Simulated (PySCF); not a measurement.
Computed NMR parameters against published values

Atoms are numbered as in `[NH:1]=[PH3:2]`; H(Xn) means a hydrogen on atom n.

Computed data (PySCF): structure optimised with GFN2-xTB, PBE0/pcSseg-1 with gauge-including orbitals. Single conformer, averaged over atoms made equivalent by symmetry, fast rotation or ring inversion, isolated molecule, relativity neglected.

Reference values: CCSD(T)/cc-pVQZ (gas (isolated, no vibration); M. Maurer, PhD thesis, LMU Munich (Maurer, Ochsenfeld, JCTC 2015 SI; set of Flaig et al., JCTC 2014, 10, 572)).
```
atoms                      quantity  reference  computed  computed, scaled
   N1  δ ¹⁵N vs CH3NO2 (same level)     -402.8         –            -403.7
   P2     δ ³¹P vs PH3 (same level)      174.2     183.7                 –
```

Computed shifts are σ(ref) − σ with the named reference compound (TMS for H and C) calculated as an isolated molecule at the same level. The measured values may be among those fitted. Shieldings were converted by a linear fit to measured shifts: ³¹P: δ = 270.09 − 0.828σ (rms 18.1 ppm, 64 shifts vs H3PO4, solution or neat liquid); ¹⁵N: δ = -148.07 − 0.921σ (rms 6.3 ppm, 71 shifts vs CH3NO2, solution or neat liquid). Occasional misses reach two or three times the rms, and more in compound classes unlike the fitted ones.
